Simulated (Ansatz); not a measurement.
# C₄H₆OS: a ladder of functionals and wavefunction methods

One table from this session's results is given with a row withheld; the runs are named, their logs left out.

Method: functionals in def2-TZVPP, the program's frozen cores in correlated methods; program: Ansatz 0.2.0, Gaussian basis.

Plan: PBE-D4, r2SCAN-D4, PBE0-D4, B3LYP-D4, ωB97X-V, ωB97M-V, B2PLYP; CCSD(T)/def2-TZVPP; MP2/def2-QZVPP; extrapolation to the limit.

## The relaxed structure

An earlier PBE0-D4 in a triple-zeta def2 set relaxation fixed the geometry.

SMILES `C#CCS(C)=O`, 12 atoms, charge 0, spin multiplicity 1.

Atoms are counted from 1 here; the program's logs count them from 0.

Bond lengths: C1–C2 1.200 Å, C1–H7 1.064 Å, C2–C3 1.439 Å, C3–S4 1.845 Å, C3–H8 1.093 Å, C3–H9 1.094 Å, S4–C5 1.794 Å, S4–O6 1.476 Å, C5–H10 1.091 Å, C5–H11 1.092 Å, C5–H12 1.090 Å. Angles: C2–C1–H7 178.8°, C1–C2–C3 177.7°, C2–C3–S4 114.2°, C2–C3–H8 111.5°, C2–C3–H9 112.3°, S4–C3–H8 103.6°, S4–C3–H9 106.4°, H8–C3–H9 108.3°, C3–S4–C5 97.1°, C3–S4–O6 107.8°, C5–S4–O6 107.0°, S4–C5–H10 109.2°, S4–C5–H11 109.8°, S4–C5–H12 106.0°, H10–C5–H11 111.2°, H10–C5–H12 110.5°, H11–C5–H12 110.0°.

The first run:

Input file in.yaml:

```yaml
crystal:
  periodic: [false, false, false]
  atoms:
    - {symbol: C, position_ang: [-0.051227, 2.338303, -0.094198]}
    - {symbol: C, position_ang: [-0.032379, 1.332371, 0.560216]}
    - {symbol: C, position_ang: [-0.020105, 0.097002, 1.297353]}
    - {symbol: S, position_ang: [-0.613503, -1.362034, 0.337169]}
    - {symbol: C, position_ang: [0.475714, -1.156917, -1.073657]}
    - {symbol: O, position_ang: [-1.982885, -1.069968, -0.128554]}
    - {symbol: H, position_ang: [-0.075244, 3.241123, -0.657507]}
    - {symbol: H, position_ang: [-0.698493, 0.133899, 2.153563]}
    - {symbol: H, position_ang: [0.979407, -0.158368, 1.662499]}
    - {symbol: H, position_ang: [0.297011, -0.180480, -1.525274]}
    - {symbol: H, position_ang: [1.514955, -1.261552, -0.756311]}
    - {symbol: H, position_ang: [0.217747, -1.953180, -1.771598]}
basis:
  gaussian: {orbitals: def2-TZVPP}
hamiltonian: {xc: pbe, dispersion: d4}
output: {forces: true, orbitals: {seedname: orbitals}}
```

Launch:

```bash
$ ansatz run in.yaml --threads 4 --pin off --events-out ev --progress --plain --max-ram 10444MiB
```

Steps of the session up to this table: PBE-D4 (GGA); r2SCAN-D4 (meta-GGA); PBE0-D4 (hybrid); B3LYP-D4 (hybrid); ωB97X-V (range-separated); ωB97M-V (range-separated); B2PLYP (double hybrid); CCSD(T) in def2-TZVPP; MP2 in def2-QZVPP.

One of the session's tables, all rows but one given; the rest of the session is left out.

It belongs to the step «Atomisation energies». 

| method | atomisation energy (kJ/mol) |
| --- | --- |
| PBE-D4 | ? |
| r2SCAN-D4 | 4798.4 |
| PBE0-D4 | 4809.0 |
| B3LYP-D4 | 4763.9 |
| ωB97X-V | 4763.4 |
| ωB97M-V | 4780.8 |
| B2PLYP | 4717.9 |
| HF/def2-TZVPP | 3318.4 |
| MP2/def2-TZVPP | 4751.9 |
| CCSD/def2-TZVPP | 4521.6 |
| CCSD(T)/def2-TZVPP | 4619.9 |
| MP2/CBS | 4895.9 |
| CCSD(T)/CBS | 4763.9 |

**Question.** Estimate the row for PBE-D4.

As computed: atomisation energy (kJ/mol): 4941.5. In the column «atomisation energy (kJ/mol)» it is the highest.
